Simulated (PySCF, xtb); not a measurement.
FHSSi: which of two structures lies lower

Structure a: a singlet given by its coordinates. Structure b: `F[SiH]=S`, a singlet. Both are isolated molecules in the gas phase, relaxed with PBE0-D4/def2-SVP.

a (Å):

| atom | x (Å) | y (Å) | z (Å) |
| --- | --- | --- | --- |
| F | -1.1102 | -1.1995 | 1.2572 |
| S | -0.8679 | 0.6420 | -0.9372 |
| Si | -0.0584 | -1.1164 | 0.0070 |
| H | 0.0599 | 0.6003 | -1.9208 |

Close contacts (Å): F1–Si3 1.64, S2–Si3 2.15, S2–H4 1.35.

b (Å):

```yaml
atoms:
  - { symbol: F, position_ang: [-1.4607, 0.4616, -0.0147] }
  - { symbol: S, position_ang: [1.5163, 0.7724, 1.0032] }
  - { symbol: Si, position_ang: [-0.1809, -0.1160, 0.7778] }
  - { symbol: H, position_ang: [-0.6312, -1.4413, 1.2597] }
```

Energies in hartree; the thermal terms are from GFN2-xTB frequencies at re-optimised GFN2-xTB minima (ideal gas, soft modes damped towards free rotors, one conformer each, 298.15 K, 1 atm) and include the zero-point energy:

|  | a | b |
| --- | --- | --- |
| E, CCSD(T)/def2-TZVP | −787.180797 | −787.193739 |
| zero-point energy | 0.011104 | 0.012591 |
| H(298 K) − E | 0.016345 | 0.017413 |
| G(298 K) − E | −0.016178 | −0.014217 |

Task: Work out ΔE, ΔE₀, ΔH and ΔG for a → b in kcal/mol (1 Eh = 627.51 kcal/mol) and the equilibrium ratio [b]/[a].

Result: 1. ΔE = −787.193739 − (−787.180797) = −0.012942 Eh = −8.12 kcal/mol.
2. ΔE₀ = ΔE + ΔZPE = −0.012942 + (+0.001487) Eh = −7.19 kcal/mol.
3. ΔH = ΔE + (+0.001068) Eh = −7.45 kcal/mol.
4. ΔG = ΔE + (+0.001961) Eh = −6.89 kcal/mol, so ΔS = (ΔH − ΔG)/T = −7.9 J/(mol K).
5. kT = 0.9442 mEh, so K = [b]/[a] = exp(−ΔG/kT) = exp(+11.63) ≈ 1.1 × 10^5.

Structure b is favoured at this temperature. An error of 1 kcal/mol in ΔG would change K by a factor of 5.4. HF/STO-3G gave ΔE the other sign. Mirror images and further conformers aren't counted.

Other levels gave ΔE = −28.6 (GFN2-xTB); +22.9 (HF/STO-3G, GFN2-xTB geometries); −7.6 (r2SCAN-D4/def2-SVP, GFN2-xTB geometries); −6.4 (PBE0-D4/def2-SVP); −8.6 (HF/def2-TZVP); −11.6 (MP2/def2-TZVP) kcal/mol. The correlated steps freeze 11 core orbitals. Programs: PySCF 2.14.0, xtb 6.7.1.
